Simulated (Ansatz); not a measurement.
Potential energy surface of H2S, singlet: map of symmetric stretch and bend. Scanned: S-H bond length and H-S-H angle.

Computed with Ansatz (a program for electronic structure) with CCSDT(Q) on RHF/def2-SVP, frozen core.

Energy in kJ/mol above the lowest grid point; x is the S-H bond length (Å), y the H-S-H angle (°).

```csv
y \ x,1.14,1.22,1.26,1.36,1.40,1.47,1.56,1.61,1.67,1.73,1.81
180,434.7,340.5,318.8,315.8,329.4,366.7,430.7,470.4,519.4,568.1,628.9
169.54,422.4,326.6,303.8,296.9,308.2,339.4,388.3,413.6,438.7,459.1,—
158.78,387.0,287.4,262.4,248.6,256.6,281.6,324.3,349.5,379.1,407.4,442.5
147.56,334.7,231.4,204.6,186.3,192.8,216.0,259.1,286.2,319.8,353.2,396.4
140.30,298.0,193.2,165.6,146.1,152.4,175.8,220.4,249.0,284.9,321.1,368.3
130.21,249.3,143.1,115.1,95.2,101.6,126.0,173.1,203.7,242.4,281.8,333.7
121.95,214.8,108.0,79.8,60.0,66.7,92.0,141.0,172.9,213.5,255.0,309.9
111.32,181.4,73.7,45.3,25.6,32.7,58.8,109.5,142.7,185.0,228.5,286.2
99.27,162.1,53.1,24.1,3.7,10.7,37.0,88.5,122.4,165.7,210.3,269.7
91.75,161.5,51.0,21.5,0.0,6.7,32.6,83.8,117.6,160.9,205.7,265.4
79.78,180.1,66.3,35.3,10.6,16.2,40.4,90.0,123.0,165.5,209.5,268.3
70,214.3,96.5,63.5,34.4,38.4,60.2,107.0,138.7,179.7,222.4,279.6
```

Points that lie below all their neighbours on the grid (none is named beside a point without a result): x = 1.36, y = 91.75 (0.0 kJ/mol).

A dash means that the run gave no value there, or that the column was ended at a point which the program doubted or which failed a test of continuity chosen for this set; such a test can also cut sound points.
